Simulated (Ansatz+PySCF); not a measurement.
Two shapes of doublet C₂H₃O₂.

Shape 1:

```xyz
7

C     0.0000   -0.1165   -1.0438
C     0.0000    0.2953    0.2889
O     0.0000   -0.7497    1.1625
H     0.0000   -0.3612    2.0490
H     0.0000   -1.1656   -1.3043
H     0.0000    0.6439   -1.8107
O     0.0000    1.4538    0.6584
```

Shape 2:

```xyz
7

C     0.0000   -0.1216   -1.0602
C     0.0000    0.2991    0.3012
O     0.0000   -0.7459    1.1748
H     0.0000   -0.3574    2.0613
H     0.0000   -1.1706   -1.3207
H     0.0000    0.6388   -1.8271
O     0.0000    1.4575    0.6707
```

Basis set: cc-pVTZ (spherical functions). Frozen core: 4 orbitals. Correlation on ROHF uses semicanonical orbitals with singles. Charge 0, multiplicity 2.

Computed with Ansatz (development build ahead of 0.2.0) and PySCF 2.14.0; each method stands on the lowest determinant of its kind that the runs found.

Question: Which shape is lower in energy, and by how much in each method?

Answer:

```
  method  E(2) − E(1) (eV)
    ROHF            -0.052
     UHF            -0.038
ROHF-MP2            -0.044
 UHF-MP2            -0.059
```

Shape 2 is lower.
